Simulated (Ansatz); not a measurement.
**B2PLYP/STO-3G run of [NO2]+ (SMILES O=[N+]=O)**

Aim: the vertical singlet–triplet gap of [NO2]+ at B2PLYP/STO-3G, from 2 runs. 

Program for the calculation: Ansatz 0.2.0.

12 further runs of the same task are left out: 10 that didn't finish, 2 set aside as unsound or not needed.

### Step 1. Starting point

The species is [NO2]+ (3 atoms), meant as a singlet with charge +1. SMILES: `O=[N+]=O`. The shape is that of a PBE0-D4/def2-TZVP optimisation.

Bond lengths: O1–N2 1.110 Å, N2–O3 1.110 Å. Angles: O1–N2–O3 180.0°.

### Step 2. A single-point energy at B2PLYP/STO-3G

in.yaml

```yaml
crystal:
  periodic: [false, false, false]
  atoms:
    - {symbol: O, position_ang: [-0.572980, 0.927020, -0.209580]}
    - {symbol: "N", position_ang: [-0.000010, -0.000010, -0.000000]}
    - {symbol: O, position_ang: [0.572990, -0.927010, 0.209580]}
basis:
  gaussian:
    orbitals: STO-3G
total_charge: 1
hamiltonian:
  xc: {name: B2PLYP}
correlation:
  frozen_orbitals: {"N": 1, O: 1}
accuracy: high
```

Run with:

```sh
$ ansatz run in.yaml --threads 1 --pin off --max-ram 3480MiB --events-out events.jsonl --progress --plain --runs-dir runs
```

The program printed:

```text
Warning: RAYON_NUM_THREADS=1 ignored (pool sized by the plan → 1); use --threads N
Functional definition: B2PLYP
  name "B2PLYP"
  parameter a = 0.53
  parameter c = 0.27
  exchange = (1 - a)*b88_x + a*exact_x
  correlation = (1 - c)*lyp_c + c*(mp2_os + mp2_ss)
251 factors; integrals over basis functions are off by at most 3.2e-8 eV
mean field evaluation 1: about -5481.8511 eV, gradient 3.6e1 eV
mean field evaluation 2: about -5481.8542 eV, gradient 3.6e1 eV
mean field evaluation 4: about -5484.8134 eV, gradient 3.8e-1 eV
mean field evaluation 8: about -5484.8119 eV, gradient 9.7e-3 eV
mean field evaluation 16: about -5484.8119 eV, gradient 2.2e-8 eV
mean field -5484.81186220 eV, -201.5631181967 hartree, gradient 2.2e-8 eV, S^2 0.000000; 0 other end points of the search recorded, 0 dependent functions left out
3 core orbitals not correlated: weight in the atoms' cores, before any rotation towards them, 1.000 or more for the frozen orbitals, at most 0.000 for the correlated occupied ones
reference -5484.81187183 eV, -201.5631185506 hartree; 8, 8 occupied and 4, 4 virtual orbitals, 251 factors
second order -10.68537110 eV of doubles, -0.00000000 eV of singles
Total energy: -5487.69692202 eV, -201.6691421898 hartree
```

It took 0.75 s on 1 thread of Intel Xeon Platinum 8488C (Sapphire Rapids), shared host.

### Step 3. The triplet at the same level

molecule.yaml

```yaml
crystal:
  periodic: [false, false, false]
  atoms:
    - {symbol: O, position_ang: [-0.572980, 0.927020, -0.209580]}
    - {symbol: N, position_ang: [-0.000010, -0.000010, -0.000000]}
    - {symbol: O, position_ang: [0.572990, -0.927010, 0.209580]}
basis:
  gaussian: {orbitals: STO-3G}
total_charge: 1
magnetization: {spin_polarized: true, initial_magnetization: 2}
hamiltonian: {xc: {name: B2PLYP}}
correlation: {frozen_orbitals: {"N": 1, O: 1}}
accuracy: high
```

Run with:

```sh
$ ansatz run molecule.yaml --threads 1 --pin off --max-ram 3480MiB --events-out events.jsonl --progress --plain --runs-dir runs
```

The program printed (excerpt; [...] marks lines left out):

```text
Warning: RAYON_NUM_THREADS=1 ignored (pool sized by the plan → 1); use --threads N
Functional definition: B2PLYP
  name "B2PLYP"
[...]
251 factors; integrals over basis functions are off by at most 3.2e-8 eV
[...]
mean field -5480.31118407 eV, -201.3977213262 hartree, gradient 7.0e-11 eV, S^2 2.002299; 6 other end points of the search recorded, 0 dependent functions left out
3 core orbitals not correlated: weight in the atoms' cores, before any rotation towards them, 1.000 or more for the frozen orbitals, at most 0.000 for the correlated occupied ones
reference -5480.31119364 eV, -201.3977216781 hartree; 9, 7 occupied and 3, 5 virtual orbitals, 251 factors
second order -5.15776161 eV of doubles, -0.00000000 eV of singles
Total energy: -5481.70378928 eV, -201.4488986237 hartree
```

Run time: 33 s. Hardware: 1 thread of Intel Xeon Platinum 8488C (Sapphire Rapids), shared host; peak memory 0.12 GiB.

### Step 4. Outcome

Level: B2PLYP/STO-3G, 3 core orbitals frozen.

| quantity | value |
| --- | --- |
| singlet: total energy | -201.66914 Eh |
| triplet: total energy | -201.44890 Eh |
| triplet: ⟨S²⟩ | 2.002 |
| vertical energy of the triplet above the singlet | 5.993 eV |

**Reading.** At this shape the triplet lies 5.99 eV (138 kcal/mol) above the singlet. In a minimal basis such a difference can be off by several eV, whatever the method.
